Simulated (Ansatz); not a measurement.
## BaB₂Rh₂: computed properties

These are results of DFT r2SCAN, scalar-relativistic, plane waves, PAW (Ansatz), not measurements.

Settings: cutoff 500 eV, Γ-centred mesh 12×12×12 on the computed 5-atom cell, Gaussian smearing of 0.10 eV; no spin polarisation.

The structure is relaxed at this level of theory with its symmetry kept. Whether it is the stable form of this composition wasn't checked.

```
Ba B Rh
1.0
    -1.95405    1.95405    5.72224
     1.95405   -1.95405    5.72224
     1.95405    1.95405   -5.72224
Ba B Rh
1 2 2
Direct
  0.00000 0.00000 0.00000
  0.31732 0.31732 0.00000
  0.68268 0.68268 0.00000
  0.75000 0.25000 0.50000
  0.25000 0.75000 0.50000
```

| Property | Result |
| --- | --- |
| Space group | I4/mmm (No. 139) |
| Volume per atom | 17.48 Å³ |
| Formation energy from the elements' standard states (uncorrected) | -0.579 eV/atom |
| Generalised Kohn–Sham band gap | none (metal) |
| Density of states at the Fermi level | 0.90 states/eV per cell |
| Löwdin character within 0.5 eV of the Fermi level | B 2p 41 %, Rh 4d 31 %, unprojected 17 % |
| Bulk modulus | 90 GPa |
| Its pressure derivative | 4.2 |
| Bader charges (e) | Ba (1 in the cell) 1.30, B (2 in the cell) -0.22, Rh (2 in the cell) -0.43 |

Spin-orbit coupling is left out, which matters for the bands of heavy elements.

Cost: 9 runs of about 12 core-minutes in all, on AMD EPYC 9R45 (Zen 5) (shared hosts).